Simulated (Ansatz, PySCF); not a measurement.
Barrier height from CHN (SMILES C#N) to the transition structure CHN, without zero-point energy, on the benchmark's geometries as Psi4's copy of the set gives them.
Transition structure (charge 0, multiplicity 1):
```tsv
atom	x (Å)	y (Å)	z (Å)
C	0.0803	0.6203	0.0000
N	0.0803	-0.5681	0.0000
H	-1.0441	0.2551	0.0000
```

Open shells are unrestricted; no spin–orbit coupling.

Correlated levels freeze the cores. CBS(a, b) extrapolates the correlation energy as X⁻³ and adds the Hartree–Fock energy of set b.

The values were computed with Ansatz (Gaussian basis) for Hartree–Fock, density functionals and correlated methods; PySCF for the dispersion terms. 

PBE/def2-TZVPPD gives 45.58 kcal/mol for the barrier height.

Problem. Predict the shift from PBE, with its sign, for: PBE-D3(BJ)/def2-TZVPPD, r2SCAN/def2-TZVPPD, B3LYP/def2-TZVPPD, wB97M-V/def2-TZVPPD, B2PLYP/def2-TZVPPD, MP2/CBS(aug-cc-pVTZ, aug-cc-pVQZ), CCSD(T)/CBS(aug-cc-pVTZ, aug-cc-pVQZ).

Solution. PBE-D3(BJ)/def2-TZVPPD 0.00; r2SCAN/def2-TZVPPD 0.69; B3LYP/def2-TZVPPD 1.81; wB97M-V/def2-TZVPPD -1.29; B2PLYP/def2-TZVPPD 3.07; MP2/CBS(aug-cc-pVTZ, aug-cc-pVQZ) 6.66; CCSD(T)/CBS(aug-cc-pVTZ, aug-cc-pVQZ) 2.16 kcal/mol. 6 of 7 lie above PBE; the widest gap is to MP2/CBS(aug-cc-pVTZ, aug-cc-pVQZ).

The set's own value is 48.16 kcal/mol (Zhao et al., NHTBH38), an estimate for the real system.

Ansatz is a program for electronic structure.
